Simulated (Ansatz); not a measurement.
# CH4O (methanol) at HSE06/def2-TZVP

Aim: the energy change on altering one bond length of CH4O (methanol) at HSE06/def2-TZVP, from 2 runs. 

The results are computed with Ansatz 0.2.0.

55 further runs of the same task are left out: 55 set aside as unsound or not needed.

**1. Starting point**

The species is CH4O (6 atoms), meant as a singlet with charge 0. SMILES: `CO`. The coordinates come from a PBE0-D4/def2-TZVP relaxation.

Bond lengths: C1–O2 1.409 Å, C1–H3 1.090 Å, C1–H4 1.097 Å, C1–H5 1.097 Å, O2–H6 0.959 Å. Angles: C1–O2–H6 108.5°, O2–C1–H3 107.0°, O2–C1–H4 112.4°, O2–C1–H5 112.4°, H3–C1–H4 108.1°, H3–C1–H5 108.1°, H4–C1–H5 108.6°.

**2. A single-point energy at HSE06/def2-TZVP**

molecule.yaml

```yaml
crystal:
  periodic: [false, false, false]
  atoms:
    - {symbol: C, position_ang: [-0.088400, -0.207400, -0.275700]}
    - {symbol: O, position_ang: [-0.165000, 0.316500, 1.030100]}
    - {symbol: H, position_ang: [-0.864700, -0.968400, -0.360900]}
    - {symbol: H, position_ang: [0.878800, -0.683600, -0.479200]}
    - {symbol: H, position_ang: [-0.272700, 0.554400, -1.043400]}
    - {symbol: H, position_ang: [0.512100, 0.988500, 1.129100]}
basis:
  gaussian:
    orbitals: def2-TZVP
accuracy: high
hamiltonian:
  xc: {name: HSE06}
output:
  orbitals: {seedname: orbitals}
```

Launch:

```
$ ansatz run molecule.yaml --threads 1 --pin off --max-ram 3480MiB --events-out events.jsonl --progress --plain --runs-dir runs
```

Log:

```text
Warning: RAYON_NUM_THREADS=1 ignored (pool sized by the plan → 1); use --threads N
Functional definition: HSE06
  name "HSE06"
  parameter a = 0.25
  parameter omega = 0.11/bohr
  exchange = pbe_x - a*pbe_x_sr(omega) + a*exact_x_sr(omega)
  correlation = pbe_c
1577 factors; integrals over basis functions are off by at most 3.8e-9 eV
69 factors; integrals over basis functions are off by at most 1.6e-9 eV
mean field evaluation 1: about -3141.7580 eV, gradient 4.9e1 eV
mean field evaluation 2: about -3137.6378 eV, gradient 6.8e1 eV
mean field evaluation 4: about -3146.4739 eV, gradient 2.7e0 eV
mean field evaluation 8: about -3146.4860 eV, gradient 3.4e-2 eV
mean field evaluation 16: about -3146.4860 eV, gradient 1.4e-7 eV
mean field -3146.48595792 eV, -115.6312261886 hartree, gradient 1.3e-8 eV, S^2 0.000000; 0 other end points of the search recorded, 0 dependent functions left out
reference -3146.48596076 eV, -115.6312262932 hartree; 9, 9 occupied and 77, 77 virtual orbitals, 1577 factors
Total energy: -3146.48596076 eV, -115.6312262932 hartree
```

Run time: 2.7 s. Hardware: 1 thread of Arm Neoverse V2, shared host; peak memory 0.19 GiB.

**3. The distorted shape, same level**

input.yaml

```yaml
basis:
  gaussian:
    orbitals: def2-TZVP
crystal:
  periodic: [false, false, false]
  atoms:
    - {symbol: C, position_ang: [-0.291520, -0.408990, -0.305399]}
    - {symbol: O, position_ang: [-0.368120, 0.114910, 1.000401]}
    - {symbol: H, position_ang: [-1.067820, -1.169990, -0.390599]}
    - {symbol: H, position_ang: [0.675680, -0.885190, -0.508899]}
    - {symbol: H, position_ang: [-0.475820, 0.352810, -1.073099]}
    - {symbol: H, position_ang: [0.512100, 0.988500, 1.129100]}
hamiltonian:
  xc: hse06
accuracy: high
output:
  orbitals: {seedname: orbitals}
```

Launch:

```
$ ansatz run input.yaml --threads 1 --pin off --max-ram 3480MiB --events-out events.jsonl --progress --plain --runs-dir runs
```

Log (excerpt; [...] marks lines left out):

```text
Warning: RAYON_NUM_THREADS=1 ignored (pool sized by the plan → 1); use --threads N
[... 6 set-up lines as earlier in the session ...]
1583 factors; integrals over basis functions are off by at most 3.9e-9 eV
71 factors; integrals over basis functions are off by at most 2.4e-9 eV
mean field evaluation 1: about -3139.9519 eV, gradient 5.0e1 eV
mean field evaluation 2: about -3130.9799 eV, gradient 8.3e1 eV
mean field evaluation 4: about -3145.2673 eV, gradient 3.7e0 eV
mean field evaluation 8: about -3145.2928 eV, gradient 1.0e-1 eV
mean field evaluation 16: about -3145.2928 eV, gradient 3.7e-7 eV
mean field -3145.29284597 eV, -115.5873801333 hartree, gradient 6.2e-9 eV, S^2 0.000000; 0 other end points of the search recorded, 0 dependent functions left out
reference -3145.29284894 eV, -115.5873802425 hartree; 9, 9 occupied and 77, 77 virtual orbitals, 1583 factors
Total energy: -3145.29284894 eV, -115.5873802425 hartree
```

It took 2.9 s on 1 thread of Arm Neoverse V2, shared host; peak memory 0.19 GiB.

**4. Outcome**

At HSE06/def2-TZVP:

```
                                                         quantity          value
                                        first shape: total energy  -115.63123 Eh
                                         first shape: HOMO energy       -7.47 eV
                                         first shape: LUMO energy        0.74 eV
                                       first shape: HOMO–LUMO gap        8.21 eV
                                    distorted shape: total energy  -115.58738 Eh
                                     distorted shape: HOMO energy       -7.28 eV
                                     distorted shape: LUMO energy       -0.84 eV
                                   distorted shape: HOMO–LUMO gap        6.44 eV
energy change with the O2–H6 bond stretched from 0.959 to 1.247 Å       1.193 eV
```

What this shows: With the O2–H6 bond stretched from 0.959 to 1.247 Å the energy rises by 1.19 eV (115 kJ/mol). The first shape isn't relaxed at this level, so the change isn't measured from a minimum.
